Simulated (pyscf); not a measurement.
`[CH3][Ga]([CH3])[NH2]` + `[H][H]` → `[CH3][GaH][CH3]` + `[NH3]`, a four-centre exchange (singlet surface; Ga–N, H–H broken, Ga–H, H–N formed). PySCF, gas phase, ωB97X-D3(BJ)/def2-SVP geometries. Energies in eV from the separated reactants.

GFN2-xTB: tblite. 

Question: Quick GFN2-xTB single points give ΔE‡ = 0.48 eV and ΔE = +0.20 eV. What does ωB97M-D3(BJ)/def2-TZVP give, and how far is the quick result from it?

Answer: ωB97M-D3(BJ)/def2-TZVP gives ΔE‡ = 0.99 eV and ΔE = +0.30 eV. GFN2-xTB lies 0.50 eV under it in the barrier and 0.11 eV under it in the reaction energy, so on this step it does not hold to within 0.13 eV. ωB97M-D3(BJ)/def2-TZVP has limits of its own. On the product side the descent ends in an adduct with a Ga–N contact, 0.94 eV under the separated species and 1.55 eV under the saddle at ωB97X-D3(BJ)/def2-TZVP. What is counted as broken (Ga–N) persists as a longer contact in the product adduct; parting that adduct is a step of its own. At the saddle there is also a short Ga–H contact that neither side keeps. One saddle was located; it need not be the lowest between these sides. In the def2 sets elements up to Kr have no core potential.
